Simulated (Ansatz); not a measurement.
`CC(F)S` + H₂ → `CCS` + H–F at 600 K and 1 bar (hydrogenolysis of a C–F bond).

Computed with Ansatz on PBE0-D4/def2-TZVP structures; ΔE is electronic, products minus reactants. CBS: MP2 limit from def2 TZ/QZ plus the TZ coupled-cluster correction, frozen cores. This one scheme is used for every species. Each species was taken in one conformer, which may not be the lowest.

| species | CCSD(T)/CBS energy (Eh) | H − E (kJ/mol) | S (J/(mol·K)) |
| --- | --- | --- | --- |
| `CC(F)S` | -576.67585 | 224.4 | 371.4 |
| H₂ | -1.17544 | 43.9 | 150.8 |
| `CCS` | -477.49091 | 239.8 | 348.1 |
| H–F | -100.39570 | 42.3 | 194.0 |

H − E and S are ideal-gas, rigid-rotor, harmonic terms from PBE0-D4/def2-TZVP, for one conformer and one mirror image of each species. The MP2-based limit puts H₂ 0.8 mEh under its directly extrapolated value; such offsets cancel only in part. 1 Eh = 2625.50 kJ/mol, R = 8.31446 J/(mol·K).

By hand: ΔE, ΔH, ΔS and ΔG.

ΔE = (-477.49091) + (-100.39570) − (-576.67585) − (-1.17544) = -0.03532 Eh = -92.7 kJ/mol. Δ(H − E) = 239.8 + 42.3 − 224.4 − 43.9 = 13.8, so ΔH = -78.9 kJ/mol. ΔS = 348.1 + 194.0 − 371.4 − 150.8 = 19.9 J/(mol·K). ΔG = -78.9 − 600 × (19.9)/1000 = -90.8 kJ/mol.

By hand: the equilibrium constant, and the temperature at which ΔG would vanish if ΔH and ΔS stayed fixed.

log₁₀ K = −ΔG/(RT ln 10) = 7.9. ΔH and −TΔS have one sign here, so there is no such temperature.

ΔH outweighs TΔS. A doubt of 5 kJ/mol in ΔE shifts log₁₀ K by 0.4 here. Other conformers and mirror images would add mixing entropy, several J/(mol·K) or more a flexible species. These are equilibria of isolated gas molecules and say nothing of rates. Largest T1 diagnostic: 0.011 (customary marks: 0.02 for closed shells, 0.045 for open ones).
